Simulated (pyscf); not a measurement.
hydrogen fluoride (HF) + HO–B(F)–F → boron trifluoride (F–B(F)–F) + water (H₂O) (four-centre exchange; singlet surface; F–H, B–O broken, B–F, H–O formed). PySCF, gas phase, ωB97X-D3(BJ)/def2-SVP geometries. MP2 and CC: frozen core, UHF for open shells. ΔMP2 is the change of the MP2 total energy from the triple- to the quadruple-zeta basis. Energies in kcal/mol from the separated reactants.

```
level                             barrier  reaction energy
--------------------------------  -------  ---------------
r²SCAN/def2-TZVP                      9.6             -2.7
B3LYP-D3(BJ)/def2-TZVP               14.1             -2.4
PBE0-D3(BJ)/def2-TZVP                 [?]             -1.9
M06-2X/def2-TZVP                     11.8             -2.0
MP2/def2-QZVPP                       15.0             -2.0
CCSD(T)/def2-TZVPP                   14.5             -2.4
CCSD(T)/def2-TZVPP + ΔMP2(QZVPP)      [?]              [?]
```

Problem. What belongs in the gaps?

Solution. 
- PBE0-D3(BJ)/def2-TZVP, barrier: 11.3
- CCSD(T)/def2-TZVPP + ΔMP2(QZVPP), barrier: 15.6
- CCSD(T)/def2-TZVPP + ΔMP2(QZVPP), reaction energy: -2.3

Of the functionals in the table, B3LYP-D3(BJ) is closest to CCSD(T)/def2-TZVPP + ΔMP2(QZVPP) in the barrier (1.5 kcal/mol apart) and r²SCAN least close (6.0 kcal/mol); that level has limits of its own. On the product side the descent ends in an adduct with a B–O contact, 10.3 kcal/mol under the separated species and 25.9 kcal/mol under the saddle at ωB97X-D3(BJ)/def2-TZVP. What is counted as broken (B–O) persists as a longer contact in the product adduct; parting that adduct is a step of its own. At ωB97X-D3(BJ) the barrier from the zero used here is 13.3 kcal/mol. This is the saddle that the search found; another between the same sides may lie lower. The CCSD(T) − MP2 part came from Ansatz, without density fitting, on the same reference.
